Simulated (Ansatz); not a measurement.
Start from `CCC(C)C(C)C` and change one atom or group to get `CCC(C)CC`.

Ansatz, PBE0-D4/def2-TZVP geometries, multiplicity 1. Each molecule was computed in one conformer, which needn't be the lowest.

```
                               property  `CCC(C)C(C)C`
    HOMO energy (B3LYP/def2-TZVPP) / eV          -8.27
  HOMO energy (ωB97M-V/def2-TZVPP) / eV         -10.74
    LUMO energy (B3LYP/def2-TZVPP) / eV           0.82
HOMO–LUMO gap (ωB97M-V/def2-TZVPP) / eV          13.29
     LUMO energy (PBE0/def2-TZVPP) / eV           1.14
  HOMO–LUMO gap (B3LYP/def2-TZVPP) / eV           9.10
```

Q: Give the same properties after the change, and the shifts. (An estimate is asked.)

A: Computed: 
```json
{"property": "HOMO energy (B3LYP/def2-TZVPP) / eV", "`CCC(C)CC`": "-8.40", "shift": "-0.13"}
{"property": "HOMO energy (ωB97M-V/def2-TZVPP) / eV", "`CCC(C)CC`": "-10.87", "shift": "-0.13"}
{"property": "LUMO energy (B3LYP/def2-TZVPP) / eV", "`CCC(C)CC`": "0.84", "shift": "0.02"}
{"property": "HOMO–LUMO gap (ωB97M-V/def2-TZVPP) / eV", "`CCC(C)CC`": "13.45", "shift": "0.16"}
{"property": "LUMO energy (PBE0/def2-TZVPP) / eV", "`CCC(C)CC`": "1.16", "shift": "0.02"}
{"property": "HOMO–LUMO gap (B3LYP/def2-TZVPP) / eV", "`CCC(C)CC`": "9.23", "shift": "0.13"}
```

B3LYP here is the variant with VWN-RPA as its local correlation; programs differ in this.
